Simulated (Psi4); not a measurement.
# UBLYP/def2-TZVP run of SiH2ClO (SMILES O[SiH]Cl)

Aim: the energy change on altering one bond length of SiH2ClO at UBLYP/def2-TZVP, from 2 runs. 

Program for the calculation: Psi4 1.11.

3 further runs of the same task are left out: 1 that didn't finish, 2 set aside as unsound or not needed.

**1. The molecule**

SiH2ClO has 5 atoms, charge 0, and is taken as a doublet. SMILES: `O[SiH]Cl`. The coordinates come from a PBE0-D4/def2-TZVP relaxation. This is one conformer, not always the lowest.

Bond lengths: O1–Si2 1.639 Å, Si2–Cl3 2.065 Å, O1–H4 0.959 Å, Si2–H5 1.488 Å. Angles: O1–Si2–Cl3 111.1°, O1–Si2–H5 105.3°, Cl3–Si2–H5 108.3°, Si2–O1–H4 118.3°.

**2. Energy and gradient at UBLYP/def2-TZVP**

clh2osi.json

```json
{
 "schema_name": "qcschema_input",
 "schema_version": 1,
 "molecule": {
  "schema_name": "qcschema_molecule",
  "schema_version": 2,
  "symbols": ["O", "Si", "Cl", "H", "H"],
  "geometry": [-1.52330823, -0.81636169, -1.41068055, -0.17442172, 0.90669059, 0.78234662, 3.03603399, -0.83299128, 2.1610908, -1.93526852, -2.53828013, -1.02045211, 0.59715346, 3.28113147, -0.51230475],
  "molecular_charge": 0,
  "molecular_multiplicity": 2,
  "fix_symmetry": "c1",
  "fix_com": true,
  "fix_orientation": true
 },
 "driver": "gradient",
 "model": {
  "method": "blyp",
  "basis": "def2-TZVP"
 },
 "keywords": {
  "reference": "uks",
  "puream": true,
  "e_convergence": 1e-09,
  "d_convergence": 1e-08,
  "scf_type": "pk",
  "dft_radial_points": 99,
  "dft_spherical_points": 590,
  "maxiter": 200
 }
}
```

On the command line:

```console
$ psi4 --qcschema clh2osi.json -n 1 --memory 1600MB
```

stdout:

```text
[...]
  Running in c1 symmetry.
[...]
  Nuclear repulsion =  141.009385007130675
[...]
  Multiplicity = 2
[...]
  Nalpha       = 21
  Nbeta        = 20
[...]
    Number of basis functions: 117
[...]
   @UKS iter   1:  -825.90555341432741   -1.39425e-02   8.06473e-03 DIIS/ADIIS
[...]
   @UKS iter  14:  -826.20706830309041   -9.09495e-13   3.81706e-09 DIIS
[...]
   @S^2 Observed:                7.515370131E-01
[...]
    Orbital Energies [Eh]
    ---------------------
    Alpha Occupied:
       1A   -100.716810     2A    -65.513946     3A    -18.801004
       4A     -9.166807     5A     -6.994664     6A     -6.989432
       7A     -6.989061     8A     -5.095237     9A     -3.514877
      10A     -3.513667    11A     -3.511159    12A     -0.938879
      13A     -0.750334    14A     -0.524266    15A     -0.421986
      16A     -0.362205    17A     -0.340954    18A     -0.322905
      19A     -0.292046    20A     -0.285494    21A     -0.178524
    Alpha Virtual:
      22A     -0.024410    23A     -0.002927    24A      0.036022
      25A      0.044949    26A      0.130484    27A      0.135000
[...]
  @UKS Final Energy:  -826.20706830309041
   => Energetics <=
    Nuclear Repulsion Energy =            141.0093850071306747
    One-Electron Energy =               -1422.4809572590011157
    Two-Electron Energy =                 513.8157751040836274
    DFT Exchange-Correlation Energy =     -58.5512711553036524
    Empirical Dispersion Energy =           0.0000000000000000
    VV10 Nonlocal Energy =                  0.0000000000000000
    Total Energy =                       -826.2070683030904092
[...]
 Multipole Moments:
 ------------------------------------------------------------------------------------
     Multipole            Electronic (a.u.)      Nuclear  (a.u.)        Total (a.u.)
 ------------------------------------------------------------------------------------
 L = 1.  Multiply by 2.5417464519 to convert [e a0] to [Debye]
 Dipole X            :        -36.0578082           35.6460928           -0.4117154
 Dipole Y            :          6.9637070           -7.2552257           -0.2915186
 Dipole Z            :        -34.8436145           34.8731950            0.0295805
 Magnitude           :                                                    0.5053391
[...]
  -Total Gradient:
     Atom            X                  Y                   Z
    ------   -----------------  -----------------  -----------------
       1        0.004012283242    -0.003205948727     0.012825513987
       2        0.003789525052    -0.010847773486    -0.008699919318
       3       -0.010067968257     0.004874899438    -0.004460455319
       4        0.003041809373     0.011352428417    -0.001649905743
       5       -0.000760546543    -0.002159230392     0.001999642999
[...]
```

The result, in JSON:

```text
{
 "driver": "gradient",
 "model": {
  "method": "blyp",
  "basis": "def2-TZVP"
 },
 "success": true,
 "return_result": [0.004012283241955513, -0.003205948727071417, 0.012825513986663012, 0.0037895250515565942, -0.010847773486202944, -0.00869991931833164, -0.01006796825724926, 0.004874899438218824, -0.004460455319241316, 0.003041809372901244, 0.011352428416956661, -0.0016499057430738318, -0.0007605465427011418, -0.00215923039151672, 0.0019996429986515046],
 "properties": {
  "calcinfo_nbasis": 117,
  "calcinfo_nmo": 117,
  "calcinfo_nalpha": 21,
  "calcinfo_nbeta": 20,
  "calcinfo_natom": 5,
  "nuclear_repulsion_energy": 141.00938500713067,
  "return_energy": -826.2070683030904,
  "return_gradient": [0.004012283241955513, -0.003205948727071417, 0.012825513986663012, 0.0037895250515565942, -0.010847773486202944, -0.00869991931833164, -0.01006796825724926, 0.004874899438218824, -0.004460455319241316, 0.003041809372901244, 0.011352428416956661, -0.0016499057430738318, -0.0007605465427011418, -0.00215923039151672, 0.0019996429986515046],
  "scf_one_electron_energy": -1422.4809572590011,
  "scf_two_electron_energy": 513.8157751040836,
  "scf_xc_energy": -58.55127115530365,
  "scf_dipole_moment": [-0.41171535017590344, -0.2915186362731479, 0.02958050231814724],
  "scf_total_energy": -826.2070683030904,
  "scf_total_gradient": [0.004012283241955513, -0.003205948727071417, 0.012825513986663012, 0.0037895250515565942, -0.010847773486202944, -0.00869991931833164, -0.01006796825724926, 0.004874899438218824, -0.004460455319241316, 0.003041809372901244, 0.011352428416956661, -0.0016499057430738318, -0.0007605465427011418, -0.00215923039151672, 0.0019996429986515046],
  "scf_iterations": 14
 }
}
```

Wall time 30 s (1 thread of Intel Xeon 6975P-C (Granite Rapids), shared host); peak memory 0.69 GiB.

**3. The distorted shape: the energy at UBLYP/def2-TZVP**

clh2osi.dat

```
memory 1600 MB

molecule mol {
  0 2
  O
  Si 1 R2
  Cl 2 R3 1 A3
  H 1 R4 2 A4 3 D4
  H 2 R5 1 A5 4 D5

  R2 = 1.639405
  R3 = 3.0982
  A3 = 111.11785
  R4 = 0.959402
  A4 = 118.3467
  D4 = 53.91755
  R5 = 1.488242
  A5 = 105.25757
  D5 = 170.88166
  symmetry c1
}

set {
  basis def2-TZVP
  reference uks
  puream true
  e_convergence 1e-09
  d_convergence 1e-08
  scf_type pk
  dft_radial_points 99
  dft_spherical_points 590
  maxiter 200
}

result, w = energy("blyp", return_wfn=True)
```

On the command line:

```console
$ psi4 -n 1 clh2osi.dat clh2osi.out
```

clh2osi.out:

```text
[...]
  Running in c1 symmetry.
[...]
  Nuclear repulsion =  113.915258452045293
[...]
  Multiplicity = 2
[...]
  Nalpha       = 21
  Nbeta        = 20
[...]
    Number of basis functions: 117
[...]
   @UKS iter   1:  -825.81934742087208   -2.53209e-01   8.17789e-03 DIIS/ADIIS
[...]
   @UKS iter  17:  -826.14042852520618   -2.04636e-12   3.67340e-09 DIIS
[...]
   @S^2 Observed:                7.573707532E-01
[...]
    Orbital Energies [Eh]
    ---------------------
    Alpha Occupied:
       1A   -100.669300     2A    -65.559711     3A    -18.846525
       4A     -9.114791     5A     -6.946722     6A     -6.936661
       7A     -6.936101     8A     -5.138625     9A     -3.560638
      10A     -3.555792    11A     -3.553949    12A     -0.978614
      13A     -0.665463    14A     -0.563013    15A     -0.435060
      16A     -0.393620    17A     -0.363594    18A     -0.275820
      19A     -0.230988    20A     -0.226695    21A     -0.226323
    Alpha Virtual:
      22A     -0.126164    23A     -0.056089    24A      0.010491
      25A      0.020858    26A      0.100736    27A      0.130830
[...]
  @UKS Final Energy:  -826.14042852520618
   => Energetics <=
    Nuclear Repulsion Energy =            113.9152584520452933
    One-Electron Energy =               -1368.4088261706629055
    Two-Electron Energy =                 486.7764445071825889
    DFT Exchange-Correlation Energy =     -58.4233053137710030
    Empirical Dispersion Energy =           0.0000000000000000
    VV10 Nonlocal Energy =                  0.0000000000000000
    Total Energy =                       -826.1404285252061754
[...]
 Multipole Moments:
 ------------------------------------------------------------------------------------
     Multipole            Electronic (a.u.)      Nuclear  (a.u.)        Total (a.u.)
 ------------------------------------------------------------------------------------
 L = 1.  Multiply by 2.5417464519 to convert [e a0] to [Debye]
 Dipole X            :         -0.9040861            0.5526317           -0.3514543
 Dipole Y            :         -2.3455973            4.0190100            1.6734126
 Dipole Z            :          1.7436742           -2.7616512           -1.0179769
 Magnitude           :                                                    1.9900018
[...]
```

It took 22 s on 1 thread of Intel Xeon 6975P-C (Granite Rapids), shared host; peak memory 0.69 GiB.

**4. Summary of results**

Level: UBLYP/def2-TZVP.

| quantity | value |
| --- | --- |
| first shape: total energy | -826.20707 Eh |
| first shape: dipole moment | 1.28 D |
| first shape: HOMO energy (highest over α and β) | -4.86 eV |
| first shape: LUMO energy (lowest over α and β) | -3.42 eV |
| first shape: ⟨S²⟩ | 0.752 |
| first shape: largest force on an atom | 0.741 eV/Å |
| distorted shape: total energy | -826.14043 Eh |
| distorted shape: dipole moment | 5.06 D |
| distorted shape: HOMO energy (highest over α and β) | -6.04 eV |
| distorted shape: LUMO energy (lowest over α and β) | -5.26 eV |
| distorted shape: ⟨S²⟩ | 0.757 |
| energy change with the Si2–Cl3 bond stretched from 2.065 to 3.098 Å | 1.813 eV |

With the Si2–Cl3 bond stretched from 2.065 to 3.098 Å the energy rises by 1.81 eV (175 kJ/mol). The first shape isn't relaxed at this level, so the change isn't measured from a minimum. The largest force (first shape) is 0.74 eV/Å: the shape isn't a stationary point for this species at this level.
